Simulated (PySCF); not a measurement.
**FH₄NO, a complex of two parts: interaction energy**

An exercise on one series of results from a longer session: the logs are not shown, and one member is left open.

Programs: PySCF 2.14.0. All values are calculated, for the isolated system unless a continuum is named. Atoms count from 0, parts from 1.

## The system as given

7 atoms, charge 0, multiplicity 1; geometry: GFN2-xTB. Parts: 1 = atoms 0–4, `NO`, charge 0; 2 = atoms 5–6, `F`, charge 0.

Set-up of the first run:

Job settings and geometry (Å):

```
{"job": {"xc": "PBE0", "basis": "def2-SVPD", "d3": "d3bj", "grid": 2, "kind": "geom", "shake": 0.01}, "charge": 0, "multiplicity": 1, "parts": [{"atoms": "0-4", "charge": 0, "multiplicity": 1}, {"atoms": "5-6", "charge": 0, "multiplicity": 1}]}
O      0.829870    -0.008276    -0.302540
N     -0.516761    -0.193633     0.196641
H      1.376136    -0.517997     0.241543
H     -0.842091     0.736745     0.428884
H     -1.062714    -0.568480    -0.586416
F     -0.200928    -1.771224     2.168780
H     -0.401029    -1.178768     1.439619
```

The run is started by

```
$ OMP_NUM_THREADS=1 python cluster_run.py task.json out
```

The driver reads the jobs from task.json and runs them one after another.

Steps of the session up to this table: Geometry optimisation at PBE0-D3(BJ)/def2-SVPD; Coupled-cluster interaction energy: CCSD(T) and MP2.

One table of the session follows, with a row left open; its other results are not shown here.

It belongs to the step «Coupled-cluster interaction energy: CCSD(T) and MP2». 

```
                 method  interaction energy (kcal/mol)
         HF/aug-cc-pVDZ                          -9.95
        MP2/aug-cc-pVDZ                              ?
       CCSD/aug-cc-pVDZ                         -10.99
    CCSD(T)/aug-cc-pVDZ                         -11.45
         HF/aug-cc-pVTZ                          -9.97
        MP2/aug-cc-pVTZ                         -12.85
    SCS-MP2/aug-cc-pVTZ                         -11.61
      MP2, extrapolated                         -13.26
CCSD(T), limit estimate                         -12.83
```

**Question.** Estimate the row for MP2/aug-cc-pVDZ.

The run gave: interaction energy (kcal/mol): -11.88. In the column «interaction energy (kcal/mol)» it lies between CCSD(T), limit estimate (-12.83) and SCS-MP2/aug-cc-pVTZ (-11.61).

Caveats from the session: The interaction energy leaves out the deformation of the parts, 1.77 kcal/mol (MP2); added to the CCSD(T) estimate it gives a binding of about -11.06 kcal/mol.
